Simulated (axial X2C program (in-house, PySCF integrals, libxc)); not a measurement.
Density and ELF of O₂

All values were computed with an axial X2C code built on PySCF integrals. Spin-free means the one-electron spin-free X2C Hamiltonian. Basis: O dyall-av4z [8s7p4d3f2g] (cores contracted in-house); Gaussian nuclei, density fitting, unrestricted open shells. Masses: O 15.995 u.

PBE0, spin-free, state M_S = 1, Λ = 0 (beyond evenly filled blocks: π+α, π-α); O at z = 0, O at z = 1.194 Å.

The maps cover the half plane through the axis: z from -2.4 to 3.0 Å along the bond, ρ from 0.15 to 2.25 Å away from it.

log10 of the density in e/bohr³:

```
 ρ\z  -2.4  -1.8  -1.2  -0.6   0.0   0.6   1.2   1.8   2.4   3.0
0.15  -4.6  -3.4  -2.0  -0.6   0.7  -0.3   0.7  -0.7  -2.0  -3.4
0.45  -4.7  -3.4  -2.2  -0.9  -0.3  -0.6  -0.3  -0.9  -2.2  -3.5
0.75  -4.8  -3.6  -2.5  -1.4  -0.9  -1.2  -0.9  -1.4  -2.5  -3.6
1.05  -4.9  -3.8  -2.8  -1.9  -1.6  -1.7  -1.6  -1.9  -2.8  -3.9
1.35  -5.1  -4.1  -3.2  -2.5  -2.2  -2.3  -2.2  -2.5  -3.2  -4.1
1.65  -5.4  -4.5  -3.6  -3.1  -2.8  -2.9  -2.8  -3.1  -3.6  -4.5
1.95  -5.6  -4.8  -4.1  -3.6  -3.4  -3.5  -3.4  -3.6  -4.1  -4.8
2.25  -6.0  -5.2  -4.6  -4.2  -4.0  -4.0  -4.0  -4.2  -4.6  -5.2
```

Electron localisation function (collinear form, no current term, damped to 0 at low density):

```
 ρ\z  -2.4  -1.8  -1.2  -0.6   0.0   0.6   1.2   1.8   2.4   3.0
0.15  0.00  0.01  0.37  0.85  0.43  0.79  0.43  0.85  0.36  0.01
0.45  0.00  0.01  0.33  0.85  0.85  0.57  0.85  0.85  0.32  0.01
0.75  0.00  0.01  0.24  0.79  0.84  0.32  0.84  0.78  0.24  0.01
1.05  0.00  0.00  0.15  0.60  0.62  0.15  0.62  0.60  0.14  0.00
1.35  0.00  0.00  0.06  0.34  0.30  0.06  0.30  0.33  0.06  0.00
1.65  0.00  0.00  0.01  0.11  0.09  0.02  0.09  0.11  0.01  0.00
1.95  0.00  0.00  0.00  0.02  0.02  0.00  0.02  0.02  0.00  0.00
2.25  0.00  0.00  0.00  0.00  0.00  0.00  0.00  0.00  0.00  0.00
```

Axial spin density in 10⁻³ e/bohr³:

```
 ρ\z  -2.4  -1.8  -1.2  -0.6    0.0   0.6    1.2   1.8   2.4   3.0
0.15   0.0  -0.1  -0.7  -3.0  385.0  -5.3  384.8  -3.1  -0.7  -0.1
0.45   0.0   0.0  -0.1  10.9  155.3  -5.3  155.6  10.4  -0.1   0.0
0.75   0.0   0.0   0.3   7.3   30.0  -4.0   30.1   7.1   0.3   0.0
1.05   0.0   0.0   0.3   2.7    5.2  -1.9    5.3   2.7   0.2   0.0
1.35   0.0   0.0   0.1   0.8    0.9  -0.7    0.9   0.8   0.1   0.0
1.65   0.0   0.0   0.1   0.2    0.1  -0.3    0.1   0.2   0.1   0.0
1.95   0.0   0.0   0.0   0.1    0.0  -0.1    0.0   0.1   0.0   0.0
2.25   0.0   0.0   0.0   0.0    0.0   0.0    0.0   0.0   0.0   0.0
```

Occupations by symmetry block were frozen at the best pattern of an incomplete PBE0 search.
